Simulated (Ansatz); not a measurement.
A nudged elastic band was laid between two geometries of CH6B (8 atoms, charge 0, multiplicity 2).

These are results of Ansatz, UKS LDA/def2-SVP, not measurements.

| Item | Value |
| --- | --- |
| movable images | 7 |
| climbing image | yes |
| spring | 5.0 eV/Å² |
| optimiser | quadratic models (default) |
| start path | through a guess of the saddle point |
| force threshold | 0.05 eV/Å |
| iteration limit | 60 |
| end points | relaxed |

First end point:

```xyz
8
Properties=species:S:1:pos:R:3
B 0.144 0.036 0.904
H -0.089 -1.137 0.375
H 0.885 0.690 0.196
H -0.923 -0.338 0.246
C 0.003 0.143 2.449
H -0.737 -0.546 2.905
H 0.987 -0.034 2.943
H -0.269 1.184 2.743
```

Last end point:

```xyz
8
Properties=species:S:1:pos:R:3
B -0.029 0.085 0.739
H 0.258 -1.150 1.029
H 0.904 0.668 0.214
H -1.128 0.094 0.206
C 0.020 -0.009 2.384
H -0.730 -0.646 2.889
H 1.021 -0.106 2.845
H -0.316 1.065 2.454
```

Q: What changes between the two ends?

A: No bond is made or broken.

Q: Give the energies along the band, and the barrier.

A: The run converged. The highest image is number 8 of 0 to 8, 37.4 kJ/mol above the first end and 0.0 kJ/mol above the last; the last end lies 37.4 kJ/mol above the first. The highest image is an end point: on this band no image between the ends rises above it. A vibrational analysis next to that end finds imaginary modes (212i cm⁻¹), so it isn't a minimum.

```
image  path coordinate (Å)  energy (kJ/mol)
    0                 0.00              0.0
    1                 0.16              1.1
    2                 0.32              6.3
    3                 0.49             15.3
    4                 0.65             25.3
    5                 0.81             33.0
    6                 0.97             36.7
    7                 1.14             37.4
    8                 1.21             37.4
```

Time of the run: 120 s on 1 thread of Arm Neoverse V1 (shared host), peak memory 0.11 GiB.
